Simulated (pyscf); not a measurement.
One four-centre exchange on the singlet surface with elements of a group swapped. CCSD(T)/def2-TZVPP + ΔMP2(QZVPP), eV, from the separated reactants. Structures and frequencies: ωB97X-D3(BJ)/def2-SVP in PySCF. Correlated levels are frozen-core, on RHF or UHF. ΔMP2 is the change of the MP2 total energy from the triple- to the quadruple-zeta basis.

```csv
step,barrier,reaction energy,imaginary mode (i cm⁻¹)
H₂O + F–B(F)–Cl → HO–B(F)–F + HCl,0.44,-0.56,1108
F–B(F)–F + H₂O → HF + HO–B(F)–F,0.78,+0.10,1011
Cl–B(Cl)–Cl + H₂O → HCl + HO–B(Cl)–Cl,?,?,1138
```

Task: What belongs in the gaps?

Result: 
- Cl–B(Cl)–Cl + H₂O → HCl + HO–B(Cl)–Cl, barrier: 0.55
- Cl–B(Cl)–Cl + H₂O → HCl + HO–B(Cl)–Cl, reaction energy: -0.57

Row 1: On the reactant side the descent ends in an adduct with a B–O contact, 0.43 eV under the separated species and 0.78 eV under the saddle at ωB97X-D3(BJ)/def2-TZVP. Row 2: On the reactant side the descent ends in an adduct with a B–O contact, 0.45 eV under the separated species and 1.12 eV under the saddle at ωB97X-D3(BJ)/def2-TZVP. Row 3: On the reactant side the descent ends in an adduct with a B–O contact, 0.40 eV under the separated species and 0.84 eV under the saddle at ωB97X-D3(BJ)/def2-TZVP. Each row is the saddle that its search found. The CCSD(T) − MP2 part came from Ansatz, without density fitting, on the same reference.
